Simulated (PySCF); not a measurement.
## Fractional electron number in Be (beryllium, neutral)

The 2s beta orbital of [He] 2s2 is emptied in steps (occupation f), with all orbitals relaxed, ending at [He] 2s1. All numbers are calculated (PySCF 2.14, no relativity, point nucleus, in def2-TZVP). The exact energy is a straight line in f; departures are measured from the line between the end points of the same method.

```csv
f,UHF (eV),LDA (eV),PBE (eV),PBE0 (eV),LC-wPBE (eV),BHandHLYP (eV),CAM-B3LYP (eV),TPSS (eV)
1,0.000,0.000,0.000,0.000,0.000,0.000,0.000,0.000
0.9,0.032,-0.309,-0.305,-0.223,-0.010,-0.157,-0.130,-0.300
0.7,0.069,-0.720,-0.710,-0.518,-0.026,-0.371,-0.309,-0.703
0.5,0.077,-0.854,-0.839,-0.611,-0.033,-0.449,-0.375,-0.844
0.3,0.061,-0.711,-0.694,-0.505,-0.033,-0.384,-0.323,-0.734
0.1,0.025,-0.299,-0.283,-0.206,-0.017,-0.166,-0.144,-0.368
0,0.000,0.000,0.000,0.000,0.000,0.000,0.000,0.000
```

| method | E(f=0) − E(f=1) (eV) | −ε at f=1 (eV) | −ε at f=0.5 (eV) |
| --- | --- | --- | --- |
| UHF | 8.042 | 8.414 | 8.017 |
| LDA | 9.020 | 5.595 | 9.046 |
| PBE | 8.995 | 5.605 | 9.041 |
| PBE0 | 8.970 | 6.490 | 9.007 |
| LC-wPBE | 9.021 | 8.913 | 9.004 |
| BHandHLYP | 8.962 | 7.231 | 8.923 |
| CAM-B3LYP | 9.107 | 7.672 | 9.065 |
| TPSS | 9.062 | 5.741 | 8.994 |

Orbital energy along the path (eV):

```tsv
f	UHF	LDA	PBE	PBE0	LC-wPBE	BHandHLYP	CAM-B3LYP	TPSS
1	-8.414	-5.595	-5.605	-6.490	-8.913	-7.231	-7.672	-5.741
0.9	-8.314	-6.273	-6.284	-6.990	-8.927	-7.557	-7.940	-6.392
0.7	-8.148	-7.654	-7.660	-8.000	-8.962	-8.227	-8.492	-7.703
0.5	-8.017	-9.046	-9.041	-9.007	-9.004	-8.923	-9.065	-8.994
0.3	-7.908	-10.417	-10.395	-9.991	-9.053	-9.658	-9.672	-10.217
0.1	-7.816	-11.733	-11.681	-10.929	-9.167	-10.455	-10.359	-11.810
0	-7.776	-12.050	-10.503	-9.780	-8.650	-10.579	-10.650	-10.731
```

As f goes to zero the orbital energy of a semilocal functional can turn back, because the density of that orbital vanishes from the exchange-correlation potential.

Reference removal energy between the ground levels: 9.323 eV (measured; NIST Atomic Spectra Database, ionization energies). UHF lacks correlation.
